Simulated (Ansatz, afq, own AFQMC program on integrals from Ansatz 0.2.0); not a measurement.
AFQMC on a folder of integrals that Ansatz 0.2.0 wrote.

```yaml
crystal:
  periodic: [false, false, false]
  atoms:
    - {symbol: Ge, position_ang: [0.000000, 0.008146, 0.230024]}
    - {symbol: N, position_ang: [0.000000, -0.102383, -1.231803]}
    - {symbol: H, position_ang: [0.000000, 1.457966, 0.755384]}
    - {symbol: H, position_ang: [1.257753, -0.727819, 0.717448]}
    - {symbol: H, position_ang: [-1.257753, -0.727819, 0.717448]}
    - {symbol: H, position_ang: [0.000000, 0.833383, -1.650057]}
basis:
  gaussian: {orbitals: 6-31G}
magnetization: {spin_polarized: true, initial_magnetization: 1}
correlation: {method: ccsd_t, electrons: outside_noble_gas, hamiltonian_folder: ham}
```

```sh
$ ansatz run in.yaml --threads 1 --pin off --events-out ev --progress --plain --max-ram 1382MiB
```

Options of the walk:

```
--method free --trial cisd --walkers 60 --time-step 0.03 --max-blocks 80 --target-error 0.00043 --factor-cut 1e-05 --seed 6245 --times 0,0.21,0.42,0.81,1.2,1.8,2.4,3 --taylor-order 8
```

Times are imaginary, in 1/Eh. The walk had a cap of 873 s. Filled inner d shells are frozen with the cores.

afq prints:

```
orbitals 31  electrons 7 6  factors 275 of 515
reference energy -2131.56073838 Eh
CCSD correlation -0.16892890 Eh in 12 cycles, weight of the determinant in the CISD state 0.9042
repeat  energy at the last time / Eh  error
    10  -2131.733994  0.001169
    20  -2131.732940  0.000694
    30  -2131.732978  0.000530
    40  -2131.732754  0.000403
time / (1/Eh)  energy / Eh  error  mean overlap
  0.00  -2131.729702  0.000222  1.1065
  0.21  -2131.731330  0.000254  1.1089
  0.42  -2131.732342  0.000282  1.1105
  0.81  -2131.732984  0.000260  1.1111
  1.20  -2131.733222  0.000278  1.1139
  1.80  -2131.733701  0.000360  1.1234
  2.40  -2131.733188  0.000281  1.1321
  3.00  -2131.732890  0.000420  1.1576
energy -2131.732890 +/- 0.000420 Eh
```

The run passed its tests (error under three times the target), which doesn't prove that it has relaxed.

Against this walk (error 11.4 meV) on the same determinant: CCSD(T) 5.7 meV higher (within the noise), the released energy of a separate walk with a CISD trial 4.0 ± 16.3 meV lower (within the noise). The error is statistical, and a free projection of finite length keeps a remainder of its start.

Cautions: remainder of the start not in the error; no relativity below Rb; no spin-orbit coupling; inner d shell frozen.

The walk took 96 s on 1 thread of Arm Neoverse V2, with other jobs on the host. The log's last line is the free-projection energy.

A walk keeps the symmetry of its determinant, which the program's search chose and which needn't be the lowest solution, so a lower state of the same spin and another symmetry isn't excluded.
